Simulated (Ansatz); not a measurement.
Consider MgO in the rock salt structure (space group Fm-3m, No. 225; a = 4.2544 Å).

The values are results of PBE/PAW in Ansatz (an electronic-structure program), no spin-orbit coupling, earlier PAW set, not measurements.

Now apply this change: S takes the place of O on all its sites, then cell and atoms are relaxed.

Measured lattice parameter a: MgO 4.189 Å (static lattice; corrected from measurement; as listed in Daniel Mejia-Rodriguez, S. B. Trickey, Phys. Rev. B (2018)); MgS 5.188 Å (static lattice; corrected from measurement; as listed in Tamar Goldzak et al., The Journal of Chemical Physics (2022)).

**Question.** How well does PBE reproduce the measured shift?

**Answer.** With PBE the lattice parameter a moves by +0.975 Å (4.254 → 5.230) against +0.999 Å measured.

Whether these cells are dynamically stable was not tested.
